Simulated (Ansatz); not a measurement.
# BFHS: the cost of one run

Method: UKS PBE/def2-SVP, in Ansatz 0.2.0.

## 1. The structure to begin with

Bond lengths: F1–B2 1.443 Å, B2–S3 1.911 Å, S3–H4 1.407 Å. Angles: F1–B2–S3 121.6°, B2–S3–H4 88.8°.

Coordinates:

```xyz
4

F     0.5667   -0.1183    1.7279
B     0.8021   -0.2503    0.3107
S    -0.6304   -0.5402   -0.9203
H    -0.6829    0.8484   -1.1386
```

## 2. Relaxing end A

Contents of input.yaml:

```yaml
crystal:
  periodic: [false, false, false]
  atoms:
    - { symbol: F, position_ang: [0.5667, -0.1183, 1.7279] }
    - { symbol: B, position_ang: [0.8021, -0.2503, 0.3107] }
    - { symbol: S, position_ang: [-0.6304, -0.5402, -0.9203] }
    - { symbol: H, position_ang: [-0.6829, 0.8484, -1.1386] }
magnetization:
  spin_polarized: true
  initial_magnetization: 1
basis:
  gaussian: { orbitals: def2-SVP }
hamiltonian:
  xc: pbe
relax:
  f_tol: 0.02
  max_steps: 50
```

Command:

```
> ansatz run input.yaml --threads 1 --pin off --max-ram 2048MiB --backend cpu --events-out ev --progress --plain --runs-dir out
```

**Question.** How long does this run take on 1 thread of Arm Neoverse V2, shared host, and how much memory does it need?

About 11 s, with a peak of 0.13 GiB.
